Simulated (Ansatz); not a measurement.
# BSiH₃ (triplet): the correlation ladder, cc-pVDZ

The task here is to estimate one member of a computed series from the others.

The runs use Ansatz 0.2.0, Gaussian basis; cc-pVDZ, core rule «outside noble gas», up to 6 orbitals frozen.

To be run: UHF; CCSD(T) on ROHF; CCSD(T) on UHF; BCCD(T) on ROHF; CISD; CCSDT(Q) on ROHF; CCSDT(Q) on UHF; CASSCF and NEVPT2, 10 electrons in 11 orbitals.

23 further runs of the same task are left out: 3 for a known fault of the program, 7 that didn't finish, 13 set aside as unsound or not needed.

### What is computed

The geometry is a PBE0/def2-TZVP stationary point (not a proven minimum).

5 atoms, charge 0, spin multiplicity 3.

Atoms are counted from 1 here; the program's logs count them from 0.

Bond lengths: Si1–B2 1.937 Å, Si1–H3 1.498 Å, B2–H4 1.198 Å, B2–H5 1.192 Å. Angles: B2–Si1–H3 122.8°, Si1–B2–H4 117.0°, Si1–B2–H5 121.4°, H4–B2–H5 121.6°.

Set-up of the first run:

in.yaml

```yaml
crystal:
  periodic: [false, false, false]
  atoms:
    - {symbol: Si, position_ang: [0.000000, -0.085926, 0.595821]}
    - {symbol: B, position_ang: [0.000000, 0.089951, -1.333031]}
    - {symbol: H, position_ang: [0.000000, 1.095005, 1.517690]}
    - {symbol: H, position_ang: [0.000000, 1.201588, -1.778382]}
    - {symbol: H, position_ang: [0.000000, -0.867120, -2.043536]}
basis:
  gaussian: {orbitals: cc-pVDZ}
magnetization: {spin_polarized: true, initial_magnetization: 2}
hamiltonian: {xc: hf}
output: {orbitals: {seedname: orbitals}}
```

On the command line:

```sh
ansatz run in.yaml --threads 1 --pin off --events-out ev --progress --plain --max-ram 2393MiB
```

Among the steps run: UHF; CCSD(T) on ROHF; CCSD(T) on UHF; BCCD(T) on ROHF; CISD; CCSDT(Q) on ROHF; CCSDT(Q) on UHF; CASSCF and NEVPT2, 10 electrons in 11 orbitals.

One table of the session follows, with a row left open; its other results are not shown here.

It belongs to the step «Misses and costs». 

| method | from UCCSDT(Q) (kJ/mol) |
| --- | --- |
| ROHF | +518.1 |
| UHF | +512.5 |
| RMP2 | +115.0 |
| UMP2 | +115.4 |
| CISD | ? |
| RCCSD | +18.0 |
| UCCSD | +17.8 |
| RCCSD(T) | +4.0 |
| UCCSD(T) | +4.0 |
| BCCD(T) | +3.9 |
| RCCSDT | +0.7 |
| UCCSDT | +0.6 |
| RCCSDT(Q) | 0.0 |
| UCCSDT(Q) | 0 |
| CASSCF valence | +323.9 |
| NEVPT2 valence | +93.8 |

**Question.** Estimate the row for CISD.

As computed: from UCCSDT(Q) (kJ/mol): +51.4. In the column «from UCCSDT(Q) (kJ/mol)» it lies between RCCSD (+18.0) and NEVPT2 valence (+93.8).

With the free atoms at the same levels and basis (separate runs), the atomisation energy is 12.583 eV at UCCSDT(Q), 12.564 eV at RCCSD(T), 12.563 eV at UCCSD(T), 10.812 eV at ROHF.

Caveats from the session: Restricted and unrestricted rows rest on different reference determinants; where their highest levels disagree by more than a few hundredths of an eV, they describe different states and don't form one ladder.
